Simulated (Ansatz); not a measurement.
Mulliken charges of ClH$_{3}$NSi, SMILES `[NH][SiH2]Cl` radical from B3LYP/def2-TZVPP in Ansatz (PBE0-D4/def2-TZVP geometry).

```tsv
atom	x (Å)	y (Å)	z (Å)	charge (e)
N1	-1.121	-0.619	-0.516	-0.304
Si2	0.328	0.083	0.143	0.518
Cl3	1.532	-1.405	0.855	-0.242
H4	-1.761	0.087	-0.888	0.142
H5	1.073	0.809	-0.917	-0.057
H6	-0.009	0.982	1.276	-0.057
```

Question: By hand: the dipole of these point charges (1 e Å = 4.8032 D).

Answer: Σ q r = (-0.171, 0.481, -0.123) e Å, of length 0.525 e Å = 2.52 D.

Question: How does the dipole of the full density compare? (Estimate.)

Answer: Ansatz gave: (-0.155, 0.455, -0.113) e Å, 2.37 D; the point charges give 1.06 times that, at 1° from its direction.

Point charges leave out the atoms' own dipoles, such as those of lone pairs, and Mulliken's split depends on the basis, so the close match here is no proof of good charges.

B3LYP here is the variant with VWN-RPA as its local correlation; programs differ in this.
